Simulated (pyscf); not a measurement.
Four-centre exchange: `[O][Si]([F])([F])[F]` [doublet] + `[OH2]` -> `[O][Si]([OH])([F])[F]` [doublet] + `[FH]`

Gas phase, doublet surface, charge 0. Bonds broken: Si2–F3, O7–H8. Bonds formed: Si2–O7, F3–H8. Single points on ωB97X-D3(BJ)/def2-SVP structures (PySCF, gas phase).

Transition state (Å):

```xyz
8

O     -0.5627     1.3104     1.0956
Si    -1.0122     0.0146     0.1042
F     -0.7189    -1.4364    -1.0699
F     -2.4557     0.3236    -0.5190
F     -1.0677    -1.0654     1.3014
H      0.9997     0.9463    -0.8627
O      0.1862     0.4969    -1.1275
H      0.0248    -0.6554    -1.4672
```

One imaginary mode, 837i cm⁻¹; descent along it reached the two sides named, in the forms told below.

| bond | change | reactant side (Å) | saddle | product side |
|---|---|---|---|---|
| Si2–F3 | breaks | 1.604 | 1.889 | 2.9 |
| O7–H8 | breaks | 0.968 | 1.212 | 1.849 |
| Si2–O7 | forms | 2.237 | 1.785 | 1.648 |
| F3–H8 | forms | 2.9 | 1.149 | 0.932 |

Electronic energies relative to the separated reactants (kJ/mol):

```
level                   barrier  reaction energy  reverse barrier
----------------------  -------  ---------------  ---------------
ωB97X-D3(BJ)/def2-TZVP     87.1            +24.5             62.6
PBE/def2-TZVP              71.8            +22.0             49.8
r²SCAN/def2-TZVP           73.4            +25.3             48.1
B3LYP-D3(BJ)/def2-TZVP     90.1            +24.8             65.4
PBE0-D3(BJ)/def2-TZVP      78.4            +22.8             55.5
M06-2X/def2-TZVP           81.9            +23.2             58.7
ωB97M-D3(BJ)/def2-TZVP     87.5            +25.9             61.6
HF/def2-TZVP              160.0            +29.3            130.7
```

With ωB97M-D3(BJ)/def2-TZVP energies and thermal terms (ideal gas, 1 atm, RRHO with modes under 100 cm⁻¹ raised to 100, one conformer, R ln 2 for chiral ones without a mode under 150 cm⁻¹), in kJ/mol:

```
T (K)   ΔH‡    ΔG‡     ΔH     ΔG
-----  ----  -----  -----  -----
298    82.3  131.8  +23.7  +24.8
600    82.5  182.2  +26.1  +24.9
900    85.1  231.6  +28.2  +23.9
1200   88.4  280.0  +30.0  +22.2
```

On the reactant side the descent ends in a bound adduct, 46.3 kJ/mol under the separated species and 133.4 kJ/mol under the saddle at ωB97X-D3(BJ)/def2-TZVP. One saddle was located; it need not be the lowest between these sides.
